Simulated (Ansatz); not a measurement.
# H₂S with SiH₄O: structure and interaction energy

Aim: relax the pair, then compute its interaction energy with counterpoise at many levels, up to CCSD(T).

Computed with Ansatz 0.2.0, Gaussian basis. Level: PBE0-D4 structure, single points in def2-TZVPPD.

Levels: PBE-D4, revPBE-D4, BLYP-D4, r2SCAN-D4, B97M-V, PBE0-D4, B3LYP-D4, HSE06-D4, wB97X-V, wB97M-V, B2PLYP, Hartree-Fock, MP2, CCSD, CCSD(T). The reference is CCSD(T) extrapolated to the basis limit.

Cores are frozen in the correlated methods. B3LYP uses VWN-RPA correlation. B2PLYP carries no dispersion term here.

176 further runs of the same task are left out: 176 set aside as unsound or not needed. Runs told in other sessions of the task aren't counted.

### 1 The starting structure

The pair, from a GFN2-xTB docking trial: 9 atoms, charge 0, spin multiplicity 1.

Atoms are counted from 1 here; the program's logs count them from 0.

Bond lengths: S1–H2 1.329 Å, S1–H3 1.328 Å, Si4–O5 1.635 Å, Si4–H6 1.463 Å, Si4–H7 1.454 Å, Si4–H8 1.462 Å, O5–H9 0.953 Å. Angles: H2–S1–H3 92.8°, O5–Si4–H6 109.3°, O5–Si4–H7 101.0°, O5–Si4–H8 109.9°, H6–Si4–H7 113.0°, H6–Si4–H8 109.7°, H7–Si4–H8 113.5°, Si4–O5–H9 120.9°.

Coordinates:

```xyz
9
charge 0, multiplicity 1
S     0.4016   -0.8819   -2.7434
H    -0.0799   -0.6687   -1.5231
H    -0.1708    0.2118   -3.2318
Si   -0.0477    0.6245    1.4175
O    -0.3031   -0.7056    0.5013
H     1.2574    1.1966    1.0854
H    -1.1585    1.4648    1.0019
H    -0.0837    0.2680    2.8346
H     0.1848   -1.5095    0.6575
```

Atoms 1 to 3 are fragment A (H₂S), the rest fragment B (SiH₄O).

### 2 A first relaxation in a small basis

pre/in.yaml

```yaml
crystal:
  periodic: [false, false, false]
  atoms:
    - {symbol: S, position_ang: [0.401600, -0.881900, -2.743400]}
    - {symbol: H, position_ang: [-0.079900, -0.668700, -1.523100]}
    - {symbol: H, position_ang: [-0.170800, 0.211800, -3.231800]}
    - {symbol: Si, position_ang: [-0.047700, 0.624500, 1.417500]}
    - {symbol: O, position_ang: [-0.303100, -0.705600, 0.501300]}
    - {symbol: H, position_ang: [1.257400, 1.196600, 1.085400]}
    - {symbol: H, position_ang: [-1.158500, 1.464800, 1.001900]}
    - {symbol: H, position_ang: [-0.083700, 0.268000, 2.834600]}
    - {symbol: H, position_ang: [0.184800, -1.509500, 0.657500]}
basis:
  gaussian: {orbitals: def2-SVP}
hamiltonian: {xc: pbe, dispersion: d4}
relax: {f_tol: 0.03, max_steps: 250}
```

Run with:

```
$ ansatz run in.yaml --threads 4 --pin off --events-out ev --progress --plain --max-ram 9574MiB
```

After this run come: Relaxation at PBE0-D4; PBE-D4/def2-TZVPPD; r2SCAN-D4/def2-TZVPPD; PBE0-D4/def2-TZVPPD; B3LYP-D4/def2-TZVPPD; wB97X-V/def2-TZVPPD; wB97M-V/def2-TZVPPD; B2PLYP/def2-TZVPPD; BLYP-D4/def2-TZVPPD; revPBE-D4/def2-TZVPPD; B97M-V/def2-TZVPPD; HSE06-D4/def2-TZVPPD; CCSD(T)/def2-TZVPPD; MP2/def2-QZVPPD; Hartree-Fock/STO-3G; PBE-D4/STO-3G; B3LYP-D4/6-31G; SPW92/def2-SVP; PBE-D4/def2-SVP; PBE0-D4/def2-SVP; wB97M-V/def2-SVP; CCSD(T)/def2-SVP; Vibrations of the pair.

Q: Predict the outcome of this session. Wanted: interaction energy, CCSD(T)/CBS; of it Hartree-Fock; D4 term of PBE0-D4; shortest contact; lowest wavenumber.

As calculated:

| quantity | value |
| --- | --- |
| interaction energy, CCSD(T)/CBS | -2.45 kcal/mol |
| of it Hartree-Fock (basis limit) | -0.48 kcal/mol |
| D4 term of PBE0-D4 | -0.88 kcal/mol |
| shortest contact | H2–O5 2.18 Å |
| lowest wavenumber | 20 cm⁻¹ |

In words: The pair is bound by 2.45 kcal/mol at fixed fragment shapes. Hartree-Fock gives 19 % of it, so correlation, mostly dispersion, leads. Among the functionals r2SCAN-D4 lands nearest to CCSD(T)/CBS (0.00 kcal/mol) and B2PLYP farthest (+0.72 kcal/mol). By rung, the mean size of the error is: GGA 0.18, meta-GGA 0.05, hybrid 0.27, screened hybrid 0.32, range-separated hybrid 0.14, double hybrid 0.72 kcal/mol. The double hybrids carry no dispersion term here, unlike the levels marked D4 or V. PBE-D4 gives an interaction energy 0.42 kcal/mol too low, an error of 17 % of the reference. CCSD(T) moves by -0.33 kcal/mol from triple zeta to the limit; gaps between functionals far smaller than that don't rank them. A lower arrangement may exist.
